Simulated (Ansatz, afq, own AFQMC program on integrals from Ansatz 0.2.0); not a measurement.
**SiNH4, quartet: AFQMC among the cluster methods**

```yaml
atoms:
  - { symbol: Si, position_ang: [-0.8725, 0.0000, 0.0000] }
  - { symbol: H, position_ang: [-1.3673, 1.3997, 0.0000] }
  - { symbol: H, position_ang: [-1.3673, -0.6999, 1.2122] }
  - { symbol: H, position_ang: [-1.3673, -0.6999, -1.2122] }
  - { symbol: H, position_ang: [0.6122, 0.0000, 0.0000] }
  - { symbol: N, position_ang: [2.0005, 0.0000, 0.0000] }
```

Connectivity, by distances: SiH4 ··· N.

Basis cc-pVTZ. Only valence electrons are correlated. Ansatz 0.2.0 and our own AFQMC program on the same integrals; the CISD trial comes from CCSD amplitudes, and released means the phaseless constraint is let go. ± is one standard error of the sampling.

Determinant: UHF, the one that the program's search chose, which needn't be the lowest solution. The geometry is a point of a scan.

No full CI on the walks' own integrals is used here. The released AFQMC energy serves as the reference, which it does only where one determinant dominates, the energy is flat over the last release times and near the phaseless one (40 meV or 2 meV an electron, half that with transition metals). On small molecules, where full CI could be run and the noise was under 10 meV, such values lay within 10 meV of it in 19 cases of 20, a flattering rate, since the rule was set on those same cases; what remains of the bias isn't in the error bar.

Cautions: lower spins were not checked; the released value is read at 1.62 1/Eh, later times being too noisy (meV from the phaseless value at times in 1/Eh: -11 ± 6 at 0.24, -13 ± 5 at 0.51, -17 ± 6 at 0.99, -12 ± 6 at 1.62, -13 ± 9 at 2.40).

```
T1 diagnostic                               : 0.0157
weight of the determinant in the CISD state : 0.874
⟨S²⟩ of the determinant                     : 3.771
size of the correlated space                : 13 electrons in 114 orbitals
```

```json
{"level": "MP2", "correlation energy (eV)": "-6.9650"}
{"level": "CCSD", "correlation energy (eV)": "-8.2183"}
{"level": "CCSD(T)", "correlation energy (eV)": "-8.4434"}
```

(1) Estimate where AFQMC with the constraint released lies against CCSD(T) on the same integrals.

(1) 0.97 ± 0.13 kcal/mol below CCSD(T).

Reference: AFQMC with the constraint released, correlation energy -8.485 ± 0.006 eV.

| level | E − E(reference) (kcal/mol) | share of correlation (%) |
| --- | --- | --- |
| CCSD(T) | 0.97 ± 0.13 | 99.51 |
| ph-AFQMC/CISD | 0.28 ± 0.17 | 99.86 |

A walk keeps the symmetry of its determinant, which the program's search chose and which needn't be the lowest solution, so a lower state of the same spin and another symmetry isn't excluded. Released energies are given only where the last usable release times agree within the noise; a slower fall can still hide under it.
